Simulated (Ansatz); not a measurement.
# SiS⁺, doublet: reading a ladder of total energies

Geometry: that of the SiS, singlet, kept fixed.

```xyz
2

Si    0.0000    0.0000    0.0000
S     0.0000    0.0000    1.9300
```

Basis cc-pVDZ; Ansatz 0.2.0. Correlated methods freeze the noble-gas cores, which leaves 9 electrons in 26 orbitals. Prefix R: restricted or restricted open-shell reference; prefix U: unrestricted.

Full CI isn't at hand for all of this; UCCSDT(Q) serves as the reference, and is uncertain by about the last step of the cluster series.

The cluster runs stand on a determinant 0.43 eV above the lowest UHF solution, chosen by trial CCSD; the correlation energy below is counted from it.

Runs differ by some tens of microhartree through their thresholds and, for an open shell, their frozen cores, so steps under 0.03 kcal/mol mean nothing.

```tsv
level	total energy (hartree)
UHF determinant under the cluster runs	-686.122607
UMP2	-686.309724
UCCSD	-686.331053
UCCSD(T)	-686.343527
UCCSDT	-686.345059
UCCSDT(Q)	-686.346349
```

**Question.** What is the correlation energy at UCCSDT(Q), and what share of it do UMP2 and UCCSDT recover?

**Answer.** E(corr) = -686.346349 − (-686.122607) = -0.223742 hartree = -6.088 eV. UMP2: -0.187117 / -0.223742 = 83.63 %. UCCSDT: -0.222452 / -0.223742 = 99.42 %.

**Question.** By how many kcal/mol does UCCSD(T) miss UCCSDT(Q) (1 hartree = 627.509 kcal/mol), and which steps make up the rest?

**Answer.** -686.343527 − (-686.346349) = 0.002822 hartree = 1.77 kcal/mol. Steps: UCCSDT − UCCSD(T) = -0.96, UCCSDT(Q) − UCCSDT = -0.81 kcal/mol. Differences between like states or geometries often cancel part of this.
